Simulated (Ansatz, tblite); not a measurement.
# The cluster MgSi₃: a ladder of methods and basis sets

How do method and basis change the picture of the cluster MgSi₃ (singlet)?

Computed with Ansatz 0.2.0, Gaussian basis. Level: as each input shows.

Levels to be run: GFN1-xTB, GFN2-xTB, PBE-D4/def2-TZVP, r2SCAN-D4/def2-TZVP, LC-ωPBE/def2-TZVP, r2SCAN0-D4/def2-TZVP, PBE-QIDH/def2-TZVP, CAM-B3LYP-D4/def2-TZVP, B97M-V/def2-TZVP, PBE+5HF/def2-TZVP, PBE+10HF/def2-TZVP, PBE+15HF/def2-TZVP, PBE+35HF/def2-TZVP, PBE+50HF/def2-TZVP, PBE-D4/def2-SVP, PBE0-D4/def2-SVP, HF/6-31G, B3LYP-D4/6-31G, PBE0-D4/def2-TZVPD, PBE-D4/def2-TZVPD, r2SCAN-D4/def2-TZVPD, CCSD(T)/def2-TZVPP, MP2/def2-TZVP, RPA/def2-TZVP, CCSD(T)/def2-TZVPD.

### 1 The geometry

The geometry is that of the singlet, from an earlier relaxation (r2SCAN-D4/def2-TZVP). At that level it is the lowest of the isomers that a small search found.

4 atoms, charge 0, spin multiplicity 1.

Bond lengths: Mg1–Si2 2.567 Å, Mg1–Si3 2.567 Å, Si2–Si4 2.239 Å, Si3–Si4 2.239 Å. Angles: Si2–Mg1–Si3 62.1°, Mg1–Si2–Si4 112.7°, Mg1–Si3–Si4 112.7°, Si2–Si4–Si3 72.5°.

PBE0-D4/def2-TZVP was run before; its log isn't repeated, and its numbers join the tables.

### 2 GFN1-xTB

Tight binding, by tblite at 300 K electronic temperature and without a spin-polarisation term:

```python
tblite.interface.Calculator('GFN1-xTB', numbers, positions, charge=0, uhf=0).singlepoint()
```

Energy -164.7266 eV, HOMO -9.49 eV, LUMO -7.88 eV; 0.003 s.

### 3 GFN2-xTB

Tight binding, by tblite at 300 K electronic temperature and without a spin-polarisation term:

```python
tblite.interface.Calculator('GFN2-xTB', numbers, positions, charge=0, uhf=0).singlepoint()
```

Energy -151.1877 eV, HOMO -5.75 eV, LUMO -4.51 eV; 0.007 s.

### 4 PBE-D4/def2-TZVP

start.molden holds the orbitals of an earlier run on this state, given as this run's starting guess.

Contents of in.yaml:

```yaml
crystal:
  periodic: [false, false, false]
  atoms:
    - {symbol: Mg, position_ang: [-1.541492, 0.710258, -1.238867]}
    - {symbol: Si, position_ang: [-0.060800, 1.030719, 0.833628]}
    - {symbol: Si, position_ang: [0.205261, -1.097260, -0.717484]}
    - {symbol: Si, position_ang: [1.397031, -0.643716, 1.122723]}
basis:
  gaussian: {orbitals: def2-TZVP, initial_orbitals: start.molden}
hamiltonian: {xc: pbe, dispersion: d4}
scf: {omitted_lower_state_checks: [starts]}
output: {orbitals: {seedname: orbitals}}
```

Started as:

```
ansatz run in.yaml --threads 4 --pin off --events-out ev --progress --plain --max-ram 3916MiB
```

The runs that follow: r2SCAN-D4/def2-TZVP; LC-ωPBE/def2-TZVP; r2SCAN0-D4/def2-TZVP; PBE-QIDH/def2-TZVP; CAM-B3LYP-D4/def2-TZVP; B97M-V/def2-TZVP; PBE+5HF/def2-TZVP; PBE+10HF/def2-TZVP; PBE+15HF/def2-TZVP; PBE+35HF/def2-TZVP; PBE+50HF/def2-TZVP; PBE-D4/def2-SVP; PBE0-D4/def2-SVP; HF/6-31G; B3LYP-D4/6-31G; PBE0-D4/def2-TZVPD; PBE-D4/def2-TZVPD; r2SCAN-D4/def2-TZVPD; CCSD(T)/def2-TZVPP; MP2/def2-TZVP; RPA/def2-TZVP; CCSD(T)/def2-TZVPD.

Q: Predict the results of all the runs planned. Wanted: gap in def2-TZVP, named functionals, smallest and largest; gap over the share of exact exchange; correlation energy, CCSD(T)/def2-TZVPP; correlation energy, MP2/def2-TZVP; correlation energy, CCSD(T)/def2-TZVPD; binding an atom, functionals in def2-TZVP; PBE0 total energy, smallest basis above largest.

**Answer**, as computed:

```
                                                 quantity                                value
gap in def2-TZVP, named functionals, smallest and largest  1.62 eV (PBE-D4), 6.14 eV (LC-ωPBE)
                     gap over the share of exact exchange         1.62 eV at 0, 3.99 eV at 0.5
                   correlation energy, CCSD(T)/def2-TZVPP                            -16.18 eV
                        correlation energy, MP2/def2-TZVP                            -14.65 eV
                   correlation energy, CCSD(T)/def2-TZVPD                            -16.12 eV
                binding an atom, functionals in def2-TZVP   2.06 (LC-ωPBE) to 2.48 eV (PBE-D4)
          PBE0 total energy, smallest basis above largest      10.07 eV (def2-SVP, def2-TZVPD)
```

Orbital gaps of the named functionals in def2-TZVP span 1.62 eV (PBE-D4) to 6.14 eV (LC-ωPBE); exact exchange widens it. Raising the share of exact exchange from 0 to 0.5 moves the HOMO by -1.40 eV and the LUMO by +0.97 eV. Notes on CCSD(T)/def2-TZVPP: large T1 diagnostic.
